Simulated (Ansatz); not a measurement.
Mulliken charges of H4NSSi, SMILES `N[SiH2][S]` radical from B3LYP/def2-TZVPP in Ansatz (PBE0-D4/def2-TZVP geometry).

| atom | x (Å) | y (Å) | z (Å) | charge (e) |
| --- | --- | --- | --- | --- |
| N1 | -0.745 | 0.025 | -0.770 | -0.377 |
| Si2 | 0.652 | -0.008 | 0.240 | 0.474 |
| S3 | -0.104 | -0.184 | 2.215 | -0.257 |
| H4 | -1.342 | 0.838 | -0.753 | 0.151 |
| H5 | -1.290 | -0.817 | -0.880 | 0.151 |
| H6 | 1.407 | 1.253 | 0.045 | -0.071 |
| H7 | 1.485 | -1.174 | -0.142 | -0.071 |

By hand: the dipole of these point charges (1 e Å = 4.8032 D).

Σ q r = (0.014, 0.032, -0.405) e Å, of length 0.407 e Å = 1.95 D.

How does the dipole of the full density compare? (Estimate.)

Computed: (-0.187, 0.019, -0.330) e Å, 1.82 D; the point charges give 1.07 times that, at 31° from its direction.

Point charges leave out the atoms' own dipoles, such as those of lone pairs, and Mulliken's split depends on the basis, so the two needn't agree.

B3LYP here is the variant with VWN-RPA as its local correlation; programs differ in this.
